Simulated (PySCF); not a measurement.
C5H9O (doublet state).
Geometry (GFN2-xTB, Å), atoms numbered from 1 in this order:
```
atom  x, y, z in Å
C1     2.474    0.295   -0.065
O2     1.167    0.090   -0.530
C3     0.293   -0.387    0.470
C4    -1.079   -0.567   -0.141
C5    -2.285   -0.522    0.682
C6    -2.060    0.594   -0.233
H7     3.048    0.672   -0.908
H8     2.921   -0.640    0.296
H9     2.496    1.030    0.750
H10    0.664   -1.348    0.867
H11    0.247    0.330    1.306
H12   -1.056   -1.231   -0.998
H13   -2.404   -0.539    1.745
H14   -2.641    0.665   -1.143
H15   -1.791    1.566    0.169
```

The hyperfine couplings belong to this conformer and change with its torsions.

Identity: `COC[C@H]1[CH]C1` [radical].

Level of theory: UKS B3LYP, pcH-1 on C H O, non-relativistic, mean-field spin-orbit, GIAO (PySCF 2.14.0). The structure is a single GFN2-xTB conformer in the gas phase; no vibrational or solvent corrections. A GFN2-xTB geometry isn't a minimum of the functional, and hyperfine couplings can be far from their values at a DFT geometry. The SCF solution wasn't tested for stability.

Q: Break the g tensor into its mass correction, gauge correction and orbital-Zeeman/spin–orbit terms.

A: 
| Δg (ppm) | 1 | 2 | 3 |
| --- | --- | --- | --- |
| relativistic mass correction | -145 | -145 | -145 |
| gauge correction | 21 | -2 | 1 |
| orbital Zeeman/spin–orbit | -33 | 635 | 854 |
| total | -158 | 488 | 710 |

So g = 2.00216, 2.00281, 2.00303 and g_iso = 2.00267; the tensor is rhombic: the two nearest values differ by 26 % of g3 − g1. Axes: g3 points within 12° of the C5–H13 bond.

Q: How much does each term add to the isotropic shift?

A: The orbital-Zeeman/spin–orbit term 485, the mass correction -145 and the gauge correction 7 ppm, for a total of 347 ppm. The orbital-Zeeman/spin–orbit term is the largest in size. The mass correction is the same along every axis, so the anisotropy comes from the other two: their spans along these axes are 23 (gauge) and 888 ppm (orbital Zeeman/spin–orbit).

Q: What effective moment and Curie constant follow for a powder?

A: With the mean of g² = 4.0107 and S(S+1) = 0.75: μ_eff = √(⟨g²⟩S(S+1)) = 1.734 μB and χT = 0.12505·⟨g²⟩·S(S+1) = 0.376 cm³ K/mol (cgs; spin-Hamiltonian part alone).

Q: At 9.686 GHz, how far is the centre of the isotropic spectrum from where a free electron (g = 2.002319) resonates?

A: B = hν/(g μB) with μB/h = 13.99624 MHz/mT gives 345.62 mT for the free electron and 345.56 mT at g_iso, 0.06 mT lower.

Q: In a frozen sample, at which fields do the three g values resonate at 9.5, 34, 94 and 263 GHz (hyperfine left aside), and which band first spreads them over more than twice a line width of 1.0 mT?

A: 
| band | GHz | B(g3) mT | B(g2) mT | B(g1) mT | spread mT |
| --- | --- | --- | --- | --- | --- |
| X | 9.5 | 338.86 | 338.90 | 339.01 | 0.15 |
| Q | 34.0 | 1212.77 | 1212.91 | 1213.30 | 0.53 |
| W | 94.0 | 3352.97 | 3353.34 | 3354.42 | 1.45 |
| J | 263.0 | 9381.17 | 9382.21 | 9385.23 | 4.06 |

The spread grows in proportion to the frequency. J band is the first where it exceeds 2.0 mT.

The largest Mulliken spin population is on C5 (+0.97). The angles at C5 add up to 324.2°, so it is pyramidal.

The HOMO–LUMO gaps are 7.32 eV among the α and 5.13 eV among the β orbitals.
